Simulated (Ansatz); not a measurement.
# Voigt–Reuss–Hill bulk modulus of Ga2O3 (C2/m, No. 12) at several levels of theory

No measured value is used here.

```csv
level (code),value (GPa),cell (Å³/atom)
LDA (Ansatz),184,10.22
PBE (Ansatz),?,10.96
r²SCAN (Ansatz),183,10.50
```

Task: Fill in the missing entries.

Result: 
- PBE (Ansatz, a program for electronic structure), value (GPa): 156

LDA, PBE, r²SCAN: the relaxation could not lower the start's symmetry, so the cell can be a saddle point above a distorted one. Each level is taken at its own relaxed cell. Cutoffs differ between the levels. Ansatz's density-functional and Hartree–Fock values are scalar-relativistic unless marked +SOC, with PAW data made under PBE.
